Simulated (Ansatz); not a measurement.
AlBClH$_{3}$ (`[AlH2][BH]Cl`), one more setting.

```yaml
crystal:
  periodic: [false, false, false]
  atoms:
    - {symbol: Al, position_ang: [-0.701072, 0.444257, -0.653039]}
    - {symbol: B, position_ang: [0.862189, -0.302387, 0.583765]}
    - {symbol: Cl, position_ang: [0.537080, -1.764489, 1.499940]}
    - {symbol: H, position_ang: [-0.841368, -0.039862, -2.161862]}
    - {symbol: H, position_ang: [-1.776992, 1.460342, -0.069695]}
    - {symbol: H, position_ang: [1.962062, 0.138140, 0.754792]}
basis:
  gaussian: {orbitals: def2-TZVPD, point_charges: [{charge: -1.00, position_ang: [5.453, -0.034, -0.514]}]}
hamiltonian: {xc: {name: B97}, pseudopotentials: {relativity: scalar}}
output: {forces: true}
```

```sh
$ ansatz run in.yaml --threads 2 --pin off --events-out ev --progress --plain --max-ram 4352MiB
```

It prints (some lines left out):

```
Functional definition: B97
887 factors; their error is unknown
mean field evaluation 1: about -19886.4511 eV, gradient 2.0e1 eV
mean field evaluation 2: about -19886.7430 eV, gradient 1.8e1 eV
mean field evaluation 4: about -19887.7288 eV, gradient 1.0e0 eV
mean field evaluation 8: about -19887.7567 eV, gradient 1.2e-1 eV
mean field -19887.75676842 eV, -730.8615808337 hartree, gradient 5.0e-5 eV, S^2 0.000000; 0 other end points of the search recorded, 0 dependent functions left out
reference -19887.75680792 eV, -730.8615822855 hartree; 19, 19 occupied and 134, 134 virtual orbitals, 887 factors
Total energy: -19887.75680792 eV, -730.8615822855 hartree
Relativity: scalar
Atom 0 at    -0.701072     0.444257    -0.653039 Å, force     0.253540    -0.043102     0.003807 eV/Å
Atom 1 at     0.862189    -0.302387     0.583765 Å, force     0.332656     0.340188    -0.142018 eV/Å
Atom 2 at     0.537080    -1.764489     1.499940 Å, force    -0.141261    -0.391475     0.240872 eV/Å
Atom 3 at    -0.841368    -0.039862    -2.161862 Å, force    -0.112820     0.022793    -0.035665 eV/Å
Atom 4 at    -1.776992     1.460342    -0.069695 Å, force    -0.109509     0.054273    -0.024744 eV/Å
Atom 5 at     1.962062     0.138140     0.754792 Å, force    -0.144397     0.001009    -0.043440 eV/Å
Dipole moment:     0.335164     0.131212    -0.066811 e Å
```

Hardware: 2 threads of an Arm Neoverse V1 on a shared host. Wall time 6 s, peak host memory 0.33 GiB.
